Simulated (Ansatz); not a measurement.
**Molecular dynamics of BH$_{4}$NSi**

Input file:

```yaml
crystal:
  periodic: [false, false, false]
  atoms:
    - { symbol: B, position_ang: [-0.971525, -0.54175, -0.289954] }
    - { symbol: "N", position_ang: [0.009363, 0.236032, -0.863928] }
    - { symbol: Si, position_ang: [0.497047, 0.052243, 0.843776] }
    - { symbol: H, position_ang: [-1.987038, -1.079051, -0.631145] }
    - { symbol: H, position_ang: [0.218219, 0.628331, -1.778766] }
    - { symbol: H, position_ang: [0.519098, 1.322355, 1.624996] }
    - { symbol: H, position_ang: [1.776236, -0.68626, 1.04942] }
basis:
  gaussian: { orbitals: def2-SVP }
hamiltonian:
  xc: b3lyp
md:
  timestep: 0.25
  n_steps: 143
  ensemble: nve
  temperature: 300.0
  initial_velocities: maxwell_boltzmann
  seed: 449760
scf:
  lower_state_search: "off"
```

Command:

```bash
$ ansatz run input.yaml --threads 1 --pin off --max-ram 2048MiB --backend cpu --events-out ev --progress --plain --runs-dir out
```

It starts from a relaxed structure.

Output, in part (one step line in 5, the closing report, with atoms numbered from 0):

```
md step     0: t =     0.00 fs  T =   300.0 K  F+E_penalty+E_count = -10105.30740539 eV  E_kin = 0.193890 eV  conserved = -10105.11351539 eV  (13 SCF iters)
md step     5: t =     1.25 fs  T =   266.0 K  F+E_penalty+E_count = -10105.28532541 eV  E_kin = 0.171913 eV  conserved = -10105.11341272 eV  (14 SCF iters)
md step    10: t =     2.50 fs  T =   214.5 K  F+E_penalty+E_count = -10105.25195972 eV  E_kin = 0.138642 eV  conserved = -10105.11331794 eV  (13 SCF iters)
md step    15: t =     3.75 fs  T =   196.4 K  F+E_penalty+E_count = -10105.24032999 eV  E_kin = 0.126953 eV  conserved = -10105.11337734 eV  (13 SCF iters)
md step    20: t =     5.00 fs  T =   180.6 K  F+E_penalty+E_count = -10105.23017895 eV  E_kin = 0.116695 eV  conserved = -10105.11348418 eV  (13 SCF iters)
md step    25: t =     6.25 fs  T =   117.4 K  F+E_penalty+E_count = -10105.18928719 eV  E_kin = 0.075899 eV  conserved = -10105.11338780 eV  (13 SCF iters)
md step    30: t =     7.50 fs  T =    58.7 K  F+E_penalty+E_count = -10105.15123649 eV  E_kin = 0.037965 eV  conserved = -10105.11327142 eV  (13 SCF iters)
md step    35: t =     8.75 fs  T =    58.1 K  F+E_penalty+E_count = -10105.15094685 eV  E_kin = 0.037533 eV  conserved = -10105.11341384 eV  (14 SCF iters)
md step    40: t =    10.00 fs  T =    51.9 K  F+E_penalty+E_count = -10105.14694222 eV  E_kin = 0.033514 eV  conserved = -10105.11342778 eV  (13 SCF iters)
md step    45: t =    11.25 fs  T =    27.0 K  F+E_penalty+E_count = -10105.13078415 eV  E_kin = 0.017475 eV  conserved = -10105.11330886 eV  (13 SCF iters)
md step    50: t =    12.50 fs  T =    41.8 K  F+E_penalty+E_count = -10105.14033458 eV  E_kin = 0.027039 eV  conserved = -10105.11329602 eV  (12 SCF iters)
md step    55: t =    13.75 fs  T =   102.7 K  F+E_penalty+E_count = -10105.17980456 eV  E_kin = 0.066389 eV  conserved = -10105.11341560 eV  (13 SCF iters)
md step    60: t =    15.00 fs  T =   147.5 K  F+E_penalty+E_count = -10105.20878562 eV  E_kin = 0.095321 eV  conserved = -10105.11346456 eV  (13 SCF iters)
md step    65: t =    16.25 fs  T =   155.8 K  F+E_penalty+E_count = -10105.21401415 eV  E_kin = 0.100690 eV  conserved = -10105.11332377 eV  (13 SCF iters)
md step    70: t =    17.50 fs  T =   191.6 K  F+E_penalty+E_count = -10105.23722105 eV  E_kin = 0.123863 eV  conserved = -10105.11335805 eV  (13 SCF iters)
md step    75: t =    18.75 fs  T =   239.0 K  F+E_penalty+E_count = -10105.26794109 eV  E_kin = 0.154449 eV  conserved = -10105.11349184 eV  (14 SCF iters)
md step    80: t =    20.00 fs  T =   233.7 K  F+E_penalty+E_count = -10105.26448881 eV  E_kin = 0.151069 eV  conserved = -10105.11341971 eV  (14 SCF iters)
md step    85: t =    21.25 fs  T =   208.0 K  F+E_penalty+E_count = -10105.24777077 eV  E_kin = 0.134444 eV  conserved = -10105.11332656 eV  (13 SCF iters)
md step    90: t =    22.50 fs  T =   210.8 K  F+E_penalty+E_count = -10105.24960738 eV  E_kin = 0.136232 eV  conserved = -10105.11337488 eV  (13 SCF iters)
md step    95: t =    23.75 fs  T =   216.3 K  F+E_penalty+E_count = -10105.25328844 eV  E_kin = 0.139803 eV  conserved = -10105.11348577 eV  (14 SCF iters)
md step   100: t =    25.00 fs  T =   172.3 K  F+E_penalty+E_count = -10105.22476227 eV  E_kin = 0.111354 eV  conserved = -10105.11340842 eV  (13 SCF iters)
md step   105: t =    26.25 fs  T =   122.6 K  F+E_penalty+E_count = -10105.19253304 eV  E_kin = 0.079262 eV  conserved = -10105.11327074 eV  (14 SCF iters)
md step   110: t =    27.50 fs  T =   130.4 K  F+E_penalty+E_count = -10105.19766320 eV  E_kin = 0.084252 eV  conserved = -10105.11341090 eV  (14 SCF iters)
md step   115: t =    28.75 fs  T =   132.6 K  F+E_penalty+E_count = -10105.19917377 eV  E_kin = 0.085717 eV  conserved = -10105.11345680 eV  (13 SCF iters)
md step   120: t =    30.00 fs  T =   100.7 K  F+E_penalty+E_count = -10105.17842057 eV  E_kin = 0.065084 eV  conserved = -10105.11333695 eV  (13 SCF iters)
md step   125: t =    31.25 fs  T =    92.2 K  F+E_penalty+E_count = -10105.17288837 eV  E_kin = 0.059586 eV  conserved = -10105.11330248 eV  (13 SCF iters)
md step   130: t =    32.50 fs  T =   125.3 K  F+E_penalty+E_count = -10105.19439971 eV  E_kin = 0.080990 eV  conserved = -10105.11340955 eV  (13 SCF iters)
md step   135: t =    33.75 fs  T =   145.4 K  F+E_penalty+E_count = -10105.20740591 eV  E_kin = 0.093943 eV  conserved = -10105.11346289 eV  (13 SCF iters)
md step   140: t =    35.00 fs  T =   131.6 K  F+E_penalty+E_count = -10105.19834575 eV  E_kin = 0.085027 eV  conserved = -10105.11331915 eV  (13 SCF iters)
md step   143: t =    35.75 fs  T =   136.3 K  F+E_penalty+E_count = -10105.20136711 eV  E_kin = 0.088069 eV  conserved = -10105.11329767 eV  (13 SCF iters)
Total energy: -10105.20159614 eV, -371.3593091065 hartree
Atom 0 at    -0.938752    -0.531416    -0.275351 Å, force    -0.735663    -0.272593    -0.474138 eV/Å
Atom 1 at     0.017053     0.231236    -0.900067 Å, force    -0.419067    -0.512394     2.135204 eV/Å
Atom 2 at     0.481904     0.051732     0.858535 Å, force     0.632403     0.060647    -0.606118 eV/Å
Atom 3 at    -1.968136    -1.066415    -0.592542 Å, force     0.063508     0.026765     0.053774 eV/Å
Atom 4 at     0.109519     0.628455    -1.796372 Å, force     0.370929     0.641376    -1.368123 eV/Å
Atom 5 at     0.582334     1.278403     1.692265 Å, force    -0.092660     0.120949    -0.026743 eV/Å
Atom 6 at     1.766389    -0.685007     0.895509 Å, force     0.180550    -0.064752     0.286144 eV/Å
Dipole moment:     0.068582     0.149218    -0.137706 e Å
```

The run went to its last step. The conserved energy stayed within 0.035 meV per atom of its start (net change 0.031 meV per atom), so the integration is sound. A run of 0.036 ps of so small a system gives no equilibrium averages.

The same pairs are bonded in the first frame and the last. Pairs count as bonded within 1.25 times the sum of covalent radii (0.12 Å more for H–H).

Last frame:

```xyz
7
Properties=species:S:1:pos:R:3
B -0.939 -0.531 -0.275
N 0.017 0.231 -0.900
Si 0.482 0.052 0.859
H -1.968 -1.066 -0.593
H 0.110 0.628 -1.796
H 0.582 1.278 1.692
H 1.766 -0.685 0.895
```

Time of the run: 13 min on 1 thread of Intel(R) Xeon(R) Processor @ 2.50GHz (Skylake/Cascade Lake) (shared host), peak memory 0.11 GiB.
